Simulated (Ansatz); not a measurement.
Ansatz (a quantum-chemistry and plane-wave program) input (HF/pcseg-0): A basis named .json is the Basis Set Exchange file of that set (core-valence sets with the plain set on hydrogen).

Ansatz 0.2 input:
```yaml
crystal:
  periodic: [false, false, false]
  atoms:
    - {symbol: C, position_ang: [-0.00000000, -0.00000000, -0.73641303]}
    - {symbol: N, position_ang: [0.00000000, 0.00000000, 0.42763309]}
    - {symbol: H, position_ang: [0.00000000, 0.00000000, 1.42504654]}
basis:
  gaussian:
    orbitals: pcseg-0.json
hamiltonian:
  xc: {name: HF}
output: {forces: true}
magnetization: {spin_polarized: false}
```

Output:

```
Functional definition: HF
integrals: 0.00 GiB planned
248 factors; integrals over basis functions are off by at most 3.8e-4 eV
mean field: 0.04 GiB planned
mean field evaluation 1: about -2519.0063 eV, gradient 1.5e1 eV
mean field evaluation 2: about -2519.0151 eV, gradient 1.5e1 eV
mean field evaluation 4: about -2519.5951 eV, gradient 2.8e0 eV
mean field evaluation 8: about -2519.6143 eV, gradient 8.5e-3 eV
mean field -2519.61425801 eV, -92.5941161259 hartree, gradient 3.2e-5 eV, S^2 0.000000; 0 other end points of the search recorded, 0 dependent functions left out
the calculation of the forces begins
reference -2519.61425801 eV, -92.5941161259 hartree; 7, 7 occupied and 13, 13 virtual orbitals, 248 factors
Total energy: -2519.61425801 eV, -92.5941161259 hartree
Atom 0 at    -0.000000    -0.000000    -0.736413 Å, force     0.000000     0.000000     0.249368 eV/Å
Atom 1 at     0.000000     0.000000     0.427633 Å, force    -0.000000    -0.000000    -0.047335 eV/Å
Atom 2 at     0.000000     0.000000     1.425047 Å, force     0.000000     0.000000    -0.202032 eV/Å
Dipole moment:     0.000000     0.000000     0.602691 e Å
```
